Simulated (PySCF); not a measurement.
Relative stability

The two ends of one reaction step of Si2H8S, singlet (PBE0-D4/def2-TZVP).

A:

| atom | x (Å) | y (Å) | z (Å) |
| --- | --- | --- | --- |
| Si1 | -1.3893 | -0.7726 | 0.8537 |
| Si2 | 1.3046 | 1.1479 | -1.4911 |
| H3 | -1.4607 | -1.2274 | -0.5550 |
| H4 | -2.7132 | -0.9284 | 1.5087 |
| H5 | -0.9999 | 0.6612 | 0.9004 |
| H6 | 1.4667 | -0.1397 | -0.7699 |
| S7 | 0.0855 | -2.0197 | 1.7671 |
| H8 | -0.0436 | 1.2012 | -2.1110 |
| H9 | 2.3391 | 1.2568 | -2.5515 |
| H10 | 1.4524 | 2.2747 | -0.5350 |
| H11 | -0.0512 | -1.4741 | 2.9874 |

B:

| atom | x (Å) | y (Å) | z (Å) |
| --- | --- | --- | --- |
| Si1 | -1.5772 | -0.3419 | 0.0858 |
| Si2 | 0.0141 | 1.0014 | -0.9944 |
| H3 | -1.4333 | -1.7653 | -0.3158 |
| H4 | -2.9506 | 0.1061 | -0.2810 |
| H5 | -1.4432 | -0.2387 | 1.5634 |
| H6 | 2.6866 | -0.8506 | 0.3964 |
| S7 | 1.7429 | -1.4044 | 1.1729 |
| H8 | -0.6585 | 1.9801 | -1.8942 |
| H9 | 0.9380 | 0.1816 | -1.8232 |
| H10 | 0.8210 | 1.7712 | -0.0090 |
| H11 | 1.8530 | -0.4352 | 2.0937 |

Program: PySCF 2.14 with density fitting (its default auxiliary sets; JK sets also for MP2 and CCSD(T)). Basis: def2-TZVPP. Cores are frozen in the correlated methods. B3LYP uses VWN-RPA correlation.

Task: Which structure is lower at CCSD(T), and by how much? (Judge from chemistry; the value comes from the calculation.)

Result: Computed: A, by 49.3 kJ/mol (electronic energy, against the other). By their contacts, A is a complex of SiH₄S ([SiH3][SH]) + SiH₄ and B is a complex of Si₂H₆ ([SiH3][SiH3]) + H₂S.

All methods give the same order:

```json
{"method": "SPW92", "E(B) − E(A) (kJ/mol)": "33.9"}
{"method": "PBE-D4", "E(B) − E(A) (kJ/mol)": "38.3"}
{"method": "r2SCAN-D4", "E(B) − E(A) (kJ/mol)": "46.9"}
{"method": "PBE0-D4", "E(B) − E(A) (kJ/mol)": "42.4"}
{"method": "B3LYP-D4", "E(B) − E(A) (kJ/mol)": "48.2"}
{"method": "BHLYP-D4", "E(B) − E(A) (kJ/mol)": "52.2"}
{"method": "wB97M-V", "E(B) − E(A) (kJ/mol)": "51.9"}
{"method": "HF", "E(B) − E(A) (kJ/mol)": "65.1"}
{"method": "MP2", "E(B) − E(A) (kJ/mol)": "57.1"}
{"method": "CCSD", "E(B) − E(A) (kJ/mol)": "50.6"}
{"method": "CCSD(T)", "E(B) − E(A) (kJ/mol)": "49.3"}
```

No T1 diagnostic of these runs exceeds 0.012.

Labels in which every atom is bracketed show which atoms are joined, not bond orders.

For scale, one of the runs: CCSD(T)/def2-TZVPP, 238 basis functions, launched by `OMP_NUM_THREADS=4 python run.py`. Time: 9.5 min of wall clock on 4 CPU threads of an Arm Neoverse V2; the host was shared. Peak host memory: 3.6 GiB.
